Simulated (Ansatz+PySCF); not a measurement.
## doublet C2H4NO: levels of theory in one basis

```xyz
8

C     0.0000   -0.1797   -1.2252
N     0.0000    0.4795   -0.0191
C     0.0000   -0.1481    1.2094
H     0.0000    0.4027   -2.1307
H     0.0000   -1.2557   -1.2025
H     0.0000    1.4893   -0.0173
H     0.0000    0.5630    2.0273
O     0.0000   -1.3510    1.3581
```

Basis set: cc-pVTZ (spherical functions). Frozen core: 4 orbitals. Correlation on ROHF uses semicanonical orbitals with singles. Charge 0, multiplicity 2.

Computed with Ansatz (development build ahead of 0.2.0) and PySCF 2.14.0; each method stands on the lowest determinant of its kind that the runs found.

```csv
method,E − E(ROHF) (eV),<S²> of the determinant
ROHF,0.00,0.75
UHF,-0.15,0.78
ROHF-MP2,-20.39,–
UHF-MP2,-20.36,0.78
```
